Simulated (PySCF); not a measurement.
Other spins and charges of SiC, singlet at one geometry

Geometry (PBE0/def2-TZVP stationary point for this spin):

```xyz
2

Si    0.0000    0.0000    0.0000
C     0.0000    0.0000    1.6358
```

Basis 6-31G; PySCF 2.14.0. Only valence electrons are correlated (noble-gas cores frozen). R marks a restricted (for open shells ROHF) determinant, U an unrestricted one.

Gaps are energies of the second state less the first, at fixed atoms, for a selection of the levels run; mean-field and cluster levels share one orbital occupation for each state, and full CI takes the lowest of the symmetries tried.

Unrestricted rows (U, and Kohn–Sham where it breaks symmetry) aren't spin-pure: their determinants' ⟨S²⟩ exceeds S(S+1) by up to 1.39, so they mix in states of higher spin. HF rows: UHF is the lowest solution found. The determinant for coupled cluster was chosen by a search with trial CCSD, here up to 0.41 eV above the lowest Hartree–Fock solution of its kind, and MP2 stands on that determinant too. A value is left out where its run failed or describes another state than the reference as far as symmetry and spin tell, or, spin-broken singlets apart, can't be checked.

Removing an electron, to the doublet: 9.330 eV at full CI (singlet A1, doublet ion B2, in C2v).

Large singles or doubles amplitudes warn of static correlation in the SiC singlet and the SiC⁺ doublet.

| level | gap (eV) | error (meV) |
| --- | --- | --- |
| RMP2 | 9.766 | 436 |
| RCCSD | 9.191 | -139 |
| RCCSD(T) | 9.320 | -10 |
| RCCSDT | 9.300 | -30 |

Triplet less singlet: -0.135 eV at full CI (singlet A1, triplet B2, in C2v).

Large singles or doubles amplitudes warn of static correlation in the SiC singlet.

```
   level  gap (eV)  error (meV)  ⟨S²⟩ where 0.1 over S(S+1) (first / second)
     UHF    -0.972         -837                                  1.39 / 2.45
    RMP2    -0.405         -270                                        – / –
   RCCSD    -0.461         -326                                        – / –
RCCSD(T)    -0.135            0                                        – / –
  RCCSDT    -0.185          -50                                        – / –
     PBE    -0.200          -65                                     0.90 / –
  r2SCAN    -0.279         -144                                     0.98 / –
    PBE0    -0.312         -177                                     1.00 / –
   B3LYP    -0.272         -137                                     0.98 / –
 wB97M-V    -0.463         -328                                     0.99 / –
  B2PLYP    -0.305         -170                                  1.07 / 2.12
```

In so small a basis the reference is far from its limit while semilocal and hybrid functionals are nearer theirs (RPA and double hybrids share part of the reference's basis error), so the functionals' errors here hold much of the reference's basis and frozen-core error, which can add to them or hide them. The set has no polarisation functions, which weighs most on the reference.

Full CI is exact within this basis and frozen core; it isn't the basis-set limit. The frozen core follows each run's orbitals, which can shift R against U totals by a few meV.
